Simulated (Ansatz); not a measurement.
System: C$_{4}$H$_{4}$N, charge 0, multiplicity 2. It need not be the lowest isomer of its formula. SMILES: [c]1ccc[nH]1
Geometry: optimised at B3LYP-D3(BJ)/def2-TZVP (Ansatz, an electronic-structure program).
Markedly spin-contaminated UHF reference, which strains HF, MP2 and, less, CCSD(T): [c]1ccc[nH]1.

Wanted: enthalpy of formation at 298 K (from the atomisation energy, B3LYP-D3(BJ)/def2-TZVP harmonic zero-point and thermal terms from Ansatz, and the atoms' enthalpies of formation in the G2/97 table; no spin-orbit terms, and no core term in the frozen-core levels), in kcal/mol. Correlated levels leave the core frozen unless marked. Open shells are spin-unrestricted. No spin-orbit coupling. Non-relativistic. The coupled-cluster limit lacks core correlation, which all-electron functionals hold. CBS(X,Y): correlation extrapolated as X^-3; Hartree-Fock from the larger set. The bracket is a focal-point correction in the basis named.

```json
[
 {"level": "SVWN5/def2-TZVPD", "program": "Ansatz", "enthalpy of formation at 298 K (kcal/mol)": "-74.7"},
 {"level": "PBE-D3(BJ)/def2-TZVPD", "program": "Ansatz + dftd3", "enthalpy of formation at 298 K (kcal/mol)": "47.0"},
 {"level": "revPBE/def2-TZVPD", "program": "Ansatz", "enthalpy of formation at 298 K (kcal/mol)": "91.3"},
 {"level": "r2SCAN-D3(BJ)/def2-TZVPD", "program": "Ansatz + dftd3", "enthalpy of formation at 298 K (kcal/mol)": "83.5"},
 {"level": "r2SCAN-D4/def2-TZVPD", "program": "Ansatz + dftd4", "enthalpy of formation at 298 K (kcal/mol)": "83.7"}
]
```

### Question
Predict the RI-MP2/CBS(cc-pVTZ,cc-pVQZ)+[CCSD(T)-MP2]/cc-pVDZ result (Ansatz).

### Answer
98.7 kcal/mol, so r2SCAN-D4/def2-TZVPD differs from it by -15.0 kcal/mol.
